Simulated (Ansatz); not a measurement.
## BSiHO, triplet: reading a ladder of total energies

Geometry: displaced at random from a stationary point.

```yaml
atoms:
  - { symbol: O, position_ang: [0.0763, -0.6650, 0.7807] }
  - { symbol: B, position_ang: [-0.0886, 0.5875, 1.1064] }
  - { symbol: Si, position_ang: [-0.0119, 0.1060, -0.9420] }
  - { symbol: H, position_ang: [0.0712, 1.3017, 1.9886] }
```

Basis cc-pVDZ; Ansatz 0.2.0. Only valence electrons are correlated (noble-gas cores frozen), which leaves 14 electrons in 44 orbitals. Prefix R: restricted or restricted open-shell reference; prefix U: unrestricted.

Full CI isn't at hand for all of this; UCCSDT(Q) serves as the reference, and is uncertain by the last step of the cluster series or more.

UCCSD has a T1 diagnostic of 0.028 and a largest doubles amplitude of 0.04.

Runs differ by some tens of microhartree through their thresholds and, for an open shell, their frozen cores, so steps under 0.03 kcal/mol mean nothing.

Here the R and U totals at CCSDT(Q) differ by 0.16 kcal/mol, a measure of how far such totals hang on the determinant and its frozen core.

```
    level  total energy (hartree)
      UHF             -389.017501
     UMP2             -389.338168
    UCCSD             -389.363568
 UCCSD(T)             -389.376378
   UCCSDT             -389.377616
UCCSDT(Q)             -389.378902
```

Problem. What is the correlation energy at UCCSDT(Q), and what share of it do UMP2 and UCCSD(T) recover?

Solution. E(corr) = -389.378902 − (-389.017501) = -0.361401 hartree = -9.834 eV. UMP2: -0.320667 / -0.361401 = 88.73 %. UCCSD(T): -0.358877 / -0.361401 = 99.30 %.

Problem. By how many kcal/mol does UCCSD(T) miss UCCSDT(Q) (1 hartree = 627.509 kcal/mol), and which steps make up the rest?

Solution. -389.376378 − (-389.378902) = 0.002524 hartree = 1.58 kcal/mol. Steps: UCCSDT − UCCSD(T) = -0.78, UCCSDT(Q) − UCCSDT = -0.81 kcal/mol. Differences between like states or geometries often cancel part of this.
